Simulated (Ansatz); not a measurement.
# Zirconium, hcp under BLYP: from relaxation to bulk modulus

The plan for zirconium in the hcp structure: relax it, solve it on a dense k-mesh, switch on spin-orbit coupling, then scale the cell to 7 volumes from 88 to 112 % of the relaxed one and try a fit of the equation of state. The k-meshes are 11×11×6 for the relaxation; 18×18×10 for the dense run; 11×11×6 for spin-orbit coupling; 18×18×10 for the volumes. It starts from a deposited cell (COD).

Program: Ansatz 0.2.0. Level of theory: DFT BLYP, plane waves (420 eV) with PAW, scalar-relativistic; PBE-made PAW files. These are calculated values, not measurements.

### 1 The starting structure

The structure is hexagonal, space group P6_3/mmc (No. 194). The conventional cell has a = 3.232 Å, b = 3.232 Å, c = 5.147 Å, α = 90.00°, β = 90.00°, γ = 120.00°. Around Zr (site symmetry -6m2) lie 12 Zr at 3.18 to 3.23 Å.

Structure file:

```
Zr
1.0
     3.23200    0.00000    0.00000
    -1.61600    2.79899    0.00000
     0.00000    0.00000    5.14700
Zr
2
Direct
  0.33333 0.66667 0.25000
  0.66667 0.33333 0.75000
```

### 2 Relaxing cell and atoms

Input file input.yaml:

```yaml
crystal:
  lattice:
    - [3.2319982225, 0.0, 0.0]
    - [-1.6159991112, 2.7989925656, 0.0]
    - [0.0, 0.0, 5.147]
  atoms:
    - { symbol: Zr, position: [0.3333333333, 0.6666666667, 0.25] }
    - { symbol: Zr, position: [0.6666666667, 0.3333333333, 0.75] }
hamiltonian:
  xc: blyp
  pseudopotentials:
    kind: paw
    azcp:
      Zr: "pseudopotentials/Zr.paw.azcp"
basis:
  ecutwfc: 420
  fft_grid_basis: typed
kpoints:
  mp_grid: { grid: [11, 11, 6], shift: [0, 0, 0] }
magnetization:
  spin_polarized: false
scf:
  occupations: { method: fermi_dirac, width: 0.1 }
relax:
  max_steps: 60
  f_tol: 0.01
  cell: {}
```

After this run come: Single point on a dense mesh; Spin-orbit coupling switched on; The cell scaled to 88 % of its volume; The cell scaled to 92 % of its volume; The cell scaled to 96 % of its volume; The cell scaled to 100 % of its volume; The cell scaled to 104 % of its volume; The cell scaled to 108 % of its volume; The cell scaled to 112 % of its volume.

Q: Predict the outcome of this session. Wanted: space group; conventional cell; volume; shortest distance; gap on the mesh; V₀, B₀, B₀′.

The runs gave:

| quantity | value |
| --- | --- |
| space group (spins left aside) | P6_3/mmc (No. 194) |
| conventional cell | a = 3.267 Å, c = 5.233 Å (c/a = 1.602) |
| volume | 24.182 Å³/atom |
| shortest distance | 3.225 Å |
| against the deposited volume | +3.9 % (23.281 Å³/atom) |
| gap on the mesh | none (levels filled in part) |
| V₀, B₀, B₀′ | 24.154 Å³/atom, 89 GPa, 3.5 |

The relaxed volume lies 3.9 % above the deposited cell. This functional tends to bind solids too weakly. The deposited cell holds zero-point motion and, unless taken cold, thermal expansion, so the miss against a static lattice is larger still. No gap shows: it is a metal or semimetal at this level. The total energy of the spin-orbit run lies -0.87 eV/atom from the scalar one, but the two kinds of run don't share a zero of energy: only differences within one kind count. B₀ comes out at 89 GPa; letting shape and positions relax at each volume could only lower it.
